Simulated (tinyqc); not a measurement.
Inside a calculation. Method: CCD on RHF in the sto-3g basis, for H2O, spin multiplicity 1. One step of it, computed by the program tinyqc.

Problem. Iteration 1: diagonalisation and new density. Diagonalise F' = X^T F X, C = X C', fill 5 alpha and 5 beta electrons from the bottom; D = 2 C_occ C_occ^T. Each column has its largest component positive (the first on a tie).

Fock matrix F (hartree), lower triangle:
```
             1O 1s      1O 2s     1O 2px     1O 2py     1O 2pz      2H 1s      3H 1s
1O 1s   -20.378767
1O 2s    -5.205271  -2.594301
1O 2px    0.000000   0.000000  -0.267213
1O 2py    0.000000   0.000000   0.000000  -0.359397
1O 2pz   -0.011346  -0.114742   0.000000   0.000000  -0.342983
2H 1s    -0.931186  -0.943436   0.000000  -0.305867  -0.322339  -0.461178
3H 1s    -0.931186  -0.943436   0.000000   0.305867  -0.322339  -0.386558  -0.461178
```

X:
```
                1          2          3         4          5          6         7
1O 1s   -0.334034   0.000000   0.737006  0.000000   0.622421   0.000000  0.160172
1O 2s    1.055973   0.000000  -0.316718  0.000000   0.331418   0.000000  0.423033
1O 2px   0.000000   0.000000   0.000000  1.000000   0.000000   0.000000  0.000000
1O 2py   0.000000   0.840193   0.000000  0.000000   0.000000   0.712564  0.000000
1O 2pz   0.538393   0.000000   0.660797  0.000000  -0.606014   0.000000  0.220462
2H 1s   -0.666028  -0.803225  -0.168809  0.000000  -0.138294   0.372680  0.384296
3H 1s   -0.666028   0.803225  -0.168809  0.000000  -0.138294  -0.372680  0.384296
```

Give: F' = X^T F X; orbital energies; coefficients C; D after iteration 1.

Solution.

F' = X^T F X (hartree), lower triangle:
```
         1        2        3        4         5        6        7
1  -0.1847
2   0.0000   0.4757
3   1.9975   0.0000  -8.6551
4   0.0000   0.0000   0.0000  -0.2672
5   1.6525   0.0000  -8.8689   0.0000  -10.0456
6   0.0000  -0.0119   0.0000   0.0000    0.0000  -0.5281
7   0.2918   0.0000  -3.6364   0.0000   -4.2501   0.0000  -2.9338
```

orbital energies (hartree): MO1 -20.3874, MO2 -1.4031, MO3 -0.5283, MO4 -0.4319, MO5 -0.2672, MO6 0.4033, MO7 0.4758

coefficients C:
```
            MO1      MO2      MO3      MO4     MO5      MO6      MO7
1O 1s    0.9943  -0.2397   0.0000   0.0879  0.0000   0.1185   0.0000
1O 2s    0.0246   0.8826   0.0000  -0.4428  0.0000  -0.7270   0.0000
1O 2px   0.0000   0.0000   0.0000   0.0000  1.0000   0.0000   0.0000
1O 2py   0.0000   0.0000   0.7225   0.0000  0.0000   0.0000   0.8317
1O 2pz   0.0026   0.0906   0.0000   0.7882  0.0000  -0.7162   0.0000
2H 1s   -0.0042   0.1407   0.3631   0.2720  0.0000   0.7383  -0.8076
3H 1s   -0.0042   0.1407  -0.3631   0.2720  0.0000   0.7383   0.8076
```

D after iteration 1, lower triangle:
```
          1O 1s    1O 2s  1O 2px   1O 2py  1O 2pz    2H 1s   3H 1s
1O 1s    2.1076
1O 2s   -0.4520   1.9513
1O 2px   0.0000   0.0000  2.0000
1O 2py   0.0000   0.0000  0.0000   1.0440
1O 2pz   0.1003  -0.5380  0.0000   0.0000  1.2590
2H 1s   -0.0279   0.0073  0.0000   0.5247  0.4543   0.4513
3H 1s   -0.0279   0.0073  0.0000  -0.5247  0.4543  -0.0761  0.4513
```
